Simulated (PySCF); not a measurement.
Cartesian coordinates in Å; atom numbers follow the order of the lines, from 1:
```xyz
5

N    -2.3065    0.1147    0.1733
C    -1.1843    0.2221    0.4476
S     0.4146    0.4437    0.9793
C     1.2467   -0.2280   -0.3413
N     1.9044   -0.6630   -1.1921
```

Geometry: PBE0-D3(BJ)/def2-SVP; GIAO shifts from PySCF 2.14, gas phase, non-relativistic, averaged over equivalent atoms.

At PBE0/pcSseg-1 (92 basis functions, 6.5 s wall time on 1 thread of an Intel Xeon Platinum 8375C, shared host):
| atoms | δ (ppm) |
| --- | --- |
| N1/N5 | 359.0 |
| C2/C4 | 104.0 |
| S3 | -19.3 |

References, each an isolated molecule treated in the same way: 15N (265.67 ppm) vs NH3; 13C (184.41 ppm) vs TMS; 33S (495.66 ppm) against CS2.

Task: What do these become at KT3/pcSseg-2?

Result: 
| atoms | δ at KT3/pcSseg-2 | change |
| --- | --- | --- |
| N1/N5 | 332.1 | -26.9 |
| C2/C4 | 92.8 | -11.2 |
| S3 | 21.0 | +40.3 |

Chemical shifts δ = σref − σ; NH3 for 15N (258.71 ppm); 13C (181.31 ppm) against TMS; CS2 for 33S (525.97 ppm), all at this level.

The largest change is at S3 (sulfide sulfur). Cost: 187 basis functions, 16 s wall time on 1 thread of an Intel Xeon Platinum 8375C, shared host.

Experimental scales use liquid or dissolved standards, which lie at an offset from isolated NH3 (liquid NH3: subtract about 20 ppm). Unscaled 15N shifts of sp2 nitrogen come out 20 to 40 ppm too high even then.
